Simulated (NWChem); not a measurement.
## Extrapolating the UMP2 correlation energy of CH₃

```xyz
4

C      0.0000     0.0000     0.0000
H      0.0000     0.0000     1.0908
H     -0.9447     0.0000    -0.5454
H      0.9447     0.0000    -0.5454
```
Charge 0, spin multiplicity 2.

Everything below was run with NWChem. The geometry was optimised at UB3LYP/def2-SVP, a minimum by its harmonic frequencies.

The correlated methods keep 1 core orbital frozen. The structure started from a generated list of species. The unpaired electrons of the parent sit in orbitals of symmetry b2 (C2v labels of the run); other states weren't searched. No SCF solution was tested for a lower state. Open-shell Hartree-Fock references start from PBE0 orbitals; any time given for them includes that run.

Worked example. The UMP2 correlation energy is -158.34 mHa in cc-pVTZ and -168.50 mHa in cc-pVQZ. The form E(X) = E∞ + A/X³ turns the pair into an estimate of the basis-set limit.

E∞ = (4³·(-168.50) − 3³·(-158.34))/(4³ − 3³) = -175.9 mHa. The larger basis holds 96 % of that, at about 8 times the processor time of the smaller one. This is a two-point estimate.
